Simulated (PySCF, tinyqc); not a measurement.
Inside a calculation. Method: RHF in the sto-3g basis, for BH, spin multiplicity 1. The lowest restricted solution is unstable here: a spin-polarised one lies 0.0046 hartree lower (PySCF). One step of it, computed by the program tinyqc.

Problem. Iteration 2: building the Fock matrix. J_ij = sum D_kl (ij|kl), K_ij = sum D_kl (ik|jl); F = H + J - 0.5 K; E = tr D H + tr D J / 2 - 0.25 tr D K + E_nn.

D after iteration 1:
```
,1B 1s,1B 2s,1B 2px,1B 2py,1B 2pz,2H 1s
1B 1s,2.154564,-0.578129,0.000000,0.000000,0.084857,0.031189
1B 2s,-0.578129,2.172538,0.000000,0.000000,-0.329955,-0.241434
1B 2px,0.000000,0.000000,0.000000,0.000000,0.000000,0.000000
1B 2py,0.000000,0.000000,0.000000,0.000000,0.000000,0.000000
1B 2pz,0.084857,-0.329955,0.000000,0.000000,0.308654,0.637161
2H 1s,0.031189,-0.241434,0.000000,0.000000,0.637161,1.421891
```

core Hamiltonian H = T + V (hartree):
```
,1B 1s,1B 2s,1B 2px,1B 2py,1B 2pz,2H 1s
1B 1s,-12.625561,-3.269333,0.000000,0.000000,-0.008712,-0.241870
1B 2s,-3.269333,-3.715892,0.000000,0.000000,-0.087130,-0.744634
1B 2px,0.000000,0.000000,-2.903248,0.000000,0.000000,0.000000
1B 2py,0.000000,0.000000,0.000000,-2.903248,0.000000,0.000000
1B 2pz,-0.008712,-0.087130,0.000000,0.000000,-2.955785,-0.794971
2H 1s,-0.241870,-0.744634,0.000000,0.000000,-0.794971,-1.986845
```

Two-electron integrals (ij|kl) in chemists' order, unique and non-zero (hartree):
```
i,j,k,l,(ij|kl)
1,1,1,1,2.923513
2,1,1,1,0.518376
2,1,2,1,0.109262
2,2,1,1,0.744229
2,2,2,1,0.193177
2,2,2,2,0.544804
3,1,3,1,0.020264
3,2,3,1,0.029996
3,2,3,2,0.120346
3,3,1,1,0.742491
3,3,2,1,0.193240
3,3,2,2,0.544682
3,3,3,3,0.586773
4,1,4,1,0.020264
4,2,4,1,0.029996
4,2,4,2,0.120346
4,3,4,3,0.031630
4,4,1,1,0.742491
4,4,2,1,0.193240
4,4,2,2,0.544682
4,4,3,3,0.523513
4,4,4,4,0.586773
5,1,5,1,0.020264
5,2,5,1,0.029996
5,2,5,2,0.120346
5,3,5,3,0.031630
5,4,5,4,0.031630
5,5,1,1,0.742491
5,5,2,1,0.193240
5,5,2,2,0.544682
5,5,3,3,0.523513
5,5,4,4,0.523513
5,5,5,5,0.586773
6,1,1,1,0.037619
6,1,2,1,0.007903
6,1,2,2,0.014031
6,1,3,3,0.013976
6,1,4,4,0.013976
6,1,5,1,0.000556
6,1,5,2,0.001033
6,1,5,5,0.014150
6,1,6,1,0.000588
6,2,1,1,0.118764
6,2,2,1,0.031468
6,2,2,2,0.101666
6,2,3,3,0.098575
6,2,4,4,0.098575
6,2,5,1,0.003389
6,2,5,2,0.023136
6,2,5,5,0.107740
6,2,6,1,0.002427
6,2,6,2,0.030349
6,3,3,1,0.002695
6,3,3,2,0.013589
6,3,5,3,0.004002
6,3,6,3,0.002742
6,4,4,1,0.002695
6,4,4,2,0.013589
6,4,5,4,0.004002
6,4,6,4,0.002742
6,5,1,1,0.125086
6,5,2,1,0.033506
6,5,2,2,0.113865
6,5,3,3,0.108222
6,5,4,4,0.108222
6,5,5,1,0.005602
6,5,5,2,0.036104
6,5,5,5,0.125016
6,5,6,1,0.002666
6,5,6,2,0.039285
6,5,6,5,0.052554
6,6,1,1,0.303994
6,6,2,1,0.081831
6,6,2,2,0.299434
6,6,3,3,0.284691
6,6,4,4,0.284691
6,6,5,1,0.008559
6,6,5,2,0.081005
6,6,5,5,0.328477
6,6,6,1,0.006328
6,6,6,2,0.126004
6,6,6,5,0.175230
6,6,6,6,0.774606
```

nuclear repulsion = 1.52237402 hartree

Give: Coulomb J; exchange K; Fock matrix F; total energy of this density.

Solution.

Coulomb J (hartree):
```
,1B 1s,1B 2s,1B 2px,1B 2py,1B 2pz,2H 1s
1B 1s,8.0822,1.6142,0.0000,0.0000,0.0014,0.1174
1B 2s,1.6142,3.2545,0.0000,0.0000,0.0758,0.6737
1B 2px,0.0000,0.0000,3.2172,0.0000,0.0000,0.0000
1B 2py,0.0000,0.0000,0.0000,3.2172,0.0000,0.0000
1B 2pz,0.0014,0.0758,0.0000,0.0000,3.3160,0.7912
2H 1s,0.1174,0.6737,0.0000,0.0000,0.7912,2.5245
```

exchange K (hartree):
```
,1B 1s,1B 2s,1B 2px,1B 2py,1B 2pz,2H 1s
1B 1s,5.9432,1.0516,0.0000,0.0000,0.0030,0.0817
1B 2s,1.0516,1.2583,0.0000,0.0000,-0.0849,0.3593
1B 2px,0.0000,0.0000,0.2828,0.0000,0.0000,0.0000
1B 2py,0.0000,0.0000,0.0000,0.2828,0.0000,0.0000
1B 2pz,0.0030,-0.0849,0.0000,0.0000,0.6685,0.5049
2H 1s,0.0817,0.3593,0.0000,0.0000,0.5049,1.3194
```

Fock matrix F (hartree):
```
,1B 1s,1B 2s,1B 2px,1B 2py,1B 2pz,2H 1s
1B 1s,-7.5150,-2.1809,0.0000,0.0000,-0.0089,-0.1653
1B 2s,-2.1809,-1.0905,0.0000,0.0000,0.0311,-0.2506
1B 2px,0.0000,0.0000,0.1726,0.0000,0.0000,0.0000
1B 2py,0.0000,0.0000,0.0000,0.1726,0.0000,0.0000
1B 2pz,-0.0089,0.0311,0.0000,0.0000,0.0260,-0.2563
2H 1s,-0.1653,-0.2506,0.0000,0.0000,-0.2563,-0.1220
```

total energy of this density = -24.621440 hartree
